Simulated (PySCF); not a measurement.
# ClHO2S: the cost of one run

Programs: PySCF 2.14.0. All values are calculated, for the isolated system unless a continuum is named. Atoms count from 0, parts from 1.

### 1 Starting point

5 atoms, charge 0, multiplicity 1; geometry: GFN2-xTB. Parts: 1 = atoms 0–2, `O=S=O`, charge 0; 2 = atoms 3–4, `Cl`, charge 0.

### 2 Optimising the geometry at PBE0-D3(BJ)/def2-TZVPD

What the job is given:

```
{"job": {"xc": "PBE0", "basis": "def2-TZVPD", "d3": "d3bj", "grid": 3, "kind": "geom", "shake": 0.01}, "charge": 0, "multiplicity": 1, "parts": [{"atoms": "0-2", "charge": 0, "multiplicity": 1}, {"atoms": "3-4", "charge": 0, "multiplicity": 1}]}
O     -1.704470     0.203873     0.383828
S     -1.198411    -0.282910    -0.863744
O      0.148128     0.050705    -1.150260
Cl    -1.521142     2.013514     2.862863
H     -1.639410     1.234425     1.825364
```

Command:

```bash
$ OMP_NUM_THREADS=1 python cluster_run.py task.json out
```

The driver reads the jobs from task.json and runs them one after another.

Q: Estimate the wall time and peak memory of this first job on 1 thread of Arm Neoverse N1, shared host.

About 85 s, with a peak of 0.65 GiB.
